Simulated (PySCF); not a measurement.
# CH4 (CH4): the cost of one run

Computed with PySCF 2.14.0, with density-fitted response routines of our own, on a single molecule, in the gas phase or a continuum. Atoms are numbered from 0 throughout.

## 1. The starting structure

5 atoms, charge 0, multiplicity 1; geometry from: GFN2-xTB. The atoms were then displaced at random by about 0.01 Å, so the start is not that level's minimum.

Bonds of the start (Å): C0–H1 1.05, C0–H2 1.10, C0–H3 1.07, C0–H4 1.10.

## 2. Optimising the geometry at PBE0-D3(BJ)/def2-TZVP

The job: settings as JSON, then the geometry in Å.

```
{"job": {"xc": "PBE0", "basis": "def2-TZVP", "d3": "d3bj", "grid": 2, "shake": 0.01, "kind": "geom"}, "charge": 0, "multiplicity": 1}
C      0.022110    -0.024980     0.000730
H      0.899700    -0.599310    -0.019020
H      0.180510     0.966050    -0.453530
H     -0.295650     0.133670     1.015120
H     -0.773100    -0.509410    -0.581190
```

Run with:

```
$ OMP_NUM_THREADS=1 python probes_run.py task.json out
```

This one command runs all jobs of the session in turn.

**Question.** How long does this first job take on 1 thread of Intel Xeon at 2.30GHz, shared host, and how much memory does it need?

About 4.1 s, with a peak of 0.3 GiB.
